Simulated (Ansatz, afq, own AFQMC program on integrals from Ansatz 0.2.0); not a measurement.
**AFQMC, coupled cluster and functionals along a coordinate of SiGeH2, triplet**

| atom | x (Å) | y (Å) | z (Å) |
| --- | --- | --- | --- |
| Si | 0.0000 | 0.0000 | 1.6381 |
| Ge | 0.0000 | 0.0000 | -0.7039 |
| H | 0.0000 | 1.1919 | 2.5412 |
| H | 0.0000 | -1.1919 | 2.5412 |

The Si1–Ge2 distance is changed with both sides rigid. Energies in kJ/mol count from this geometry (2.342 Å) at the same level; the start stands on UHF, each point on the determinant named.

Basis cc-pVDZ. Only valence electrons are correlated. AFQMC by an in-house program on the Cholesky factors that Ansatz 0.2.0 writes for its CCSD(T) run. ph-AFQMC/CISD is guided by a CISD state made of CCSD amplitudes; releasing the constraint for a short imaginary time cuts its bias at the price of noise, slowly where states lie close. Error bars are statistical, one sigma. No spin–orbit coupling.

Cautions, each for one point or more: higher spins were not checked; inner d shell frozen; lower spins were not checked; no relativity below Rb; no spin-orbit coupling; strong correlation; unrestricted determinant spin contaminated; walk and cluster series may follow different spin states.

```tsv
r(Si1–Ge2) / Å	det.	T1	weight	⟨S²⟩	CCSD(T)	ph-AFQMC/CISD	released AFQMC	CCSDT(Q)	PBE	PBE0
2.128	UHF	0.017	0.88	2.02	44.7	46.1 ± 1.2	46.6 ± 1.7	45.2	40.8	35.8
2.619	UHF	0.030	0.85	2.03	19.0	21.2 ± 1.4	20.7 ± 1.7*	17.8	18.3	25.4
4.236	UHF¶	0.092	0.73	2.49	181.4	183.6 ± 1.6	181.7 ± 2.8*	182.0	232.9	234.5§
6.243	UHF¶	0.096	0.72	2.54	192.2	191.5 ± 2.0	192.6 ± 2.8*	193.0	260.3§	249.7§
```

Weight is that of the determinant in the CISD state; at the start T1 is 0.020 and the weight 0.87, and ⟨S²⟩ is 2.02. ¶ marks points with a poor determinant and no full CI, where no value is sure; they don't count among the departures. An asterisk marks released energies that aren't shown to be converged. Symmetry can't show for every point that it stays on the start's state. § marks a functional whose ⟨S²⟩ is too high by over 0.1. Largest departures from CCSDT(Q), at the points where its series has closed: CCSD(T) 1.2 kJ/mol at 2.619 (on UHF), ph-AFQMC/CISD 3.4 kJ/mol at 2.619 (on UHF), PBE -4.4 kJ/mol at 2.128, PBE0 -9.4 kJ/mol at 2.128. Functionals count only at points shown to share the start's state and spin. In this small basis the wave-function levels are far from their limit, so their gap to the functionals isn't the functionals' error.

Some points may be missing: those where a free walk finds a much lower state, and past Zn most of those on another determinant than at the start.

A walk keeps the symmetry of its determinant, which the program's search chose and which needn't be the lowest solution, so a lower state of the same spin and another symmetry isn't excluded.
